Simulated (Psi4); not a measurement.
**C2H4F− (SMILES C[CH-]F) at BHLYP/def2-SVPD**

Aim: the energy change on altering one bond length of C2H4F− at BHLYP/def2-SVPD, from 2 runs. 

The results are computed with Psi4 1.11.

1 further run of the same task is left out (set aside as unsound or not needed).

## 1. Starting point

The species is C2H4F− (7 atoms), meant as a singlet with charge -1. SMILES: `C[CH-]F`. The shape is that of a GFN2-xTB optimisation.

Bond lengths: C1–C2 1.534 Å, C2–F3 1.512 Å, C1–H4 1.112 Å, C1–H5 1.097 Å, C1–H6 1.097 Å, C2–H7 1.137 Å. Angles: C1–C2–F3 104.2°, C1–C2–H7 105.5°, F3–C2–H7 100.0°, C2–C1–H4 116.8°, C2–C1–H5 108.1°, C2–C1–H6 110.3°, H4–C1–H5 107.2°, H4–C1–H6 106.6°, H5–C1–H6 107.5°.

## 2. Energy and forces at BHLYP/def2-SVPD

Input file calc.inp:

```
memory 1600 mb

molecule system {
  -1 1
  C     -0.93171057     0.68084943    -0.17357134
  C      1.83118241    -0.08934625     0.24328334
  F      1.69701185    -2.11443346     2.25489680
  H     -2.28940320    -0.86377491    -0.60803828
  H     -0.99669825     2.01681021    -1.75833347
  H     -1.66411172     1.66089919     1.50072600
  H      2.35374837    -1.29100420    -1.45896305
  units bohr
  symmetry c1
}

set basis def2-SVPD
set puream true
set e_convergence 1e-09
set d_convergence 1e-08
set scf_type pk
set dft_radial_points 99
set dft_spherical_points 590

E, wfn = gradient('bhhlyp', return_wfn=True)
oeprop(wfn, 'DIPOLE', 'WIBERG_LOWDIN_INDICES', 'LOWDIN_CHARGES', title='BHHLYP')
```

Launch:

```console
$ psi4 -i calc.inp -o calc.out -n 1
```

calc.out:

```text
[...]
  Running in c1 symmetry.
[...]
  Nuclear repulsion =   69.247302834738335
[...]
  Multiplicity = 1
[...]
  Nalpha       = 13
  Nbeta        = 13
[...]
    Number of basis functions: 95
[...]
   @RKS iter   1:  -177.94668680573076   -5.64949e-01   6.50336e-03 DIIS/ADIIS
[...]
   @RKS iter  12:  -178.17021616806952   -2.75691e-12   3.43128e-09 DIIS
[...]
    Orbital Energies [Eh]
    ---------------------
    Doubly Occupied:
       1A    -25.030661     2A    -10.385288     3A    -10.372138
       4A     -1.033243     5A     -0.616113     6A     -0.439496
       7A     -0.306078     8A     -0.281063     9A     -0.268048
      10A     -0.240970    11A     -0.222095    12A     -0.156010
      13A      0.010078
[...]
  @RKS Final Energy:  -178.17021616806952
   => Energetics <=
    Nuclear Repulsion Energy =             69.2473028347383348
    One-Electron Energy =                -387.6161267899415179
    Two-Electron Energy =                 152.0652060889140103
    DFT Exchange-Correlation Energy =     -11.8665983017803178
    Empirical Dispersion Energy =           0.0000000000000000
    VV10 Nonlocal Energy =                  0.0000000000000000
    Total Energy =                       -178.1702161680695156
[...]
  -Total Gradient:
     Atom            X                  Y                   Z
    ------   -----------------  -----------------  -----------------
       1       -0.009340157429     0.004291770864    -0.004607626197
       2        0.002991019528     0.010416492510     0.011863384566
       3        0.002291498352    -0.005040821862     0.005883391063
       4       -0.000907341720     0.001015424680    -0.000637640299
       5       -0.000344411277    -0.000611844646    -0.000218353299
       6        0.001182317814    -0.001032413285     0.001078525944
       7        0.004124050935    -0.009038766575    -0.013355578185
[...]
 Multipole Moments:
 ------------------------------------------------------------------------------------
     Multipole            Electronic (a.u.)      Nuclear  (a.u.)        Total (a.u.)
 ------------------------------------------------------------------------------------
 L = 1.  Multiply by 2.5417464519 to convert [e a0] to [Debye]
 Dipole X            :          2.4330881           -3.4115633           -0.9784752
 Dipole Y            :         -3.1401363            2.8069711           -0.3331652
 Dipole Z            :          3.3996422           -3.5841157           -0.1844734
 Magnitude           :                                                    1.0499730
[...]
```

Wall time 31 s (1 thread of AMD EPYC 7R43 (Zen 3), shared host); peak memory 0.89 GiB.

## 3. The distorted shape, same level

Input file input.inp:

```
memory 1.6 GB

molecule geom {
  -1 1
  C
  C 1 r2
  F 2 r3 1 a3
  H 1 r4 2 a4 3 d4
  H 1 r5 4 a5 2 d5
  H 1 r6 5 a6 4 d6
  H 2 r7 1 a7 6 d7

  r2 = 1.533751
  r3 = 1.9658
  a3 = 104.17057
  r4 = 1.112274
  a4 = 116.75608
  d4 = -53.43042
  r5 = 1.097387
  a5 = 107.17053
  d5 = 121.35188
  r6 = 1.097348
  a6 = 107.54643
  d6 = -114.31281
  r7 = 1.136771
  a7 = 105.46016
  d7 = 173.16612
  symmetry c1
  no_reorient
  no_com
}

set {
  basis def2-SVPD
  puream true
  e_convergence 1e-09
  d_convergence 1e-08
  scf_type pk
  dft_radial_points 99
  dft_spherical_points 590
}

result, w = gradient("bhhlyp", return_wfn=True)
oeprop(w, "LOWDIN_CHARGES", "DIPOLE", "MULLIKEN_CHARGES", title="BHHLYP")
```

Launch:

```console
$ psi4 input.inp input.out -n 1
```

input.out, cut to the lines that bear on the results:

```text
[...]
  Running in c1 symmetry.
[...]
  Nuclear repulsion =   62.435465312163259
[...]
  Multiplicity = 1
[...]
  Nalpha       = 13
  Nbeta        = 13
[...]
    Number of basis functions: 95
[...]
   @RKS iter   1:  -177.91961137529142   -8.54581e-01   6.81722e-03 ADIIS/DIIS
[...]
   @RKS iter  12:  -178.13993418425645   -1.99805e-11   8.97762e-09 DIIS
[...]
  @RKS Final Energy:  -178.13993418425645
   => Energetics <=
    Nuclear Repulsion Energy =             62.4354653121632595
    One-Electron Energy =                -374.2137016721876535
    Two-Electron Energy =                 145.4652659989865811
    DFT Exchange-Correlation Energy =     -11.8269638232186427
    Empirical Dispersion Energy =           0.0000000000000000
    VV10 Nonlocal Energy =                  0.0000000000000000
    Total Energy =                       -178.1399341842564468
[...]
  -Total Gradient:
     Atom            X                  Y                   Z
    ------   -----------------  -----------------  -----------------
       1       -0.000124184140     0.024071661369    -0.011781783043
       2       -0.008342766670     0.001903382464     0.000677838799
       3       -0.008037492109    -0.036498095135     0.016141480698
       4        0.002511108829    -0.003391591544    -0.003228460291
       5       -0.000061797736    -0.002329563634    -0.004809579706
       6       -0.001165685201    -0.002099228614     0.000958723038
       7        0.015232637722     0.018333265744     0.002042227808
[...]
 Multipole Moments:
 ------------------------------------------------------------------------------------
     Multipole            Electronic (a.u.)      Nuclear  (a.u.)        Total (a.u.)
 ------------------------------------------------------------------------------------
 L = 1.  Multiply by 2.5417464519 to convert [e a0] to [Debye]
 Dipole X            :         -0.3868431            0.8806508            0.4938077
 Dipole Y            :         -3.6588264            4.2627272            0.6039008
 Dipole Z            :          3.4321297           -4.7441663           -1.3120366
 Magnitude           :                                                    1.5264279
[...]
  Mulliken Charges: (a.u.)
   Center  Symbol    Alpha    Beta     Spin     Total
       1     C     2.95857  2.95857  0.00000  0.08286
       2     C     3.02172  3.02172  0.00000 -0.04344
       3     F     4.87258  4.87258  0.00000 -0.74516
[...]
```

It took 26 s on 1 thread of AMD EPYC 7R43 (Zen 3), shared host; peak memory 0.88 GiB.

## 4. What came out

Level: BHLYP/def2-SVPD.

| quantity | value |
| --- | --- |
| first shape: total energy | -178.17022 Eh |
| first shape: HOMO energy | 0.27 eV |
| first shape: LUMO energy | 5.69 eV |
| first shape: HOMO–LUMO gap (to an unbound level, set by the basis) | 5.42 eV |
| first shape: largest force on an atom | 0.856 eV/Å |
| distorted shape: total energy | -178.13993 Eh |
| distorted shape: HOMO energy | -0.99 eV |
| distorted shape: LUMO energy | 5.35 eV |
| distorted shape: HOMO–LUMO gap (to an unbound level, set by the basis) | 6.34 eV |
| distorted shape: largest force on an atom | 2.093 eV/Å |
| energy change with the C2–F3 bond stretched from 1.512 to 1.966 Å | 0.824 eV |

In words: With the C2–F3 bond stretched from 1.512 to 1.966 Å the energy rises by 0.82 eV (79.5 kJ/mol). The first shape isn't relaxed at this level, so the change isn't measured from a minimum. The largest force (first shape) is 0.86 eV/Å: the shape isn't a stationary point for this species at this level. The HOMO (first shape) lies at positive energy, 0.27 eV; only total energies tell whether the electron is bound. Mulliken charges (distorted shape) run from -0.75 on F3 to +0.08 on C1; in a basis this large or diffuse they mean little.
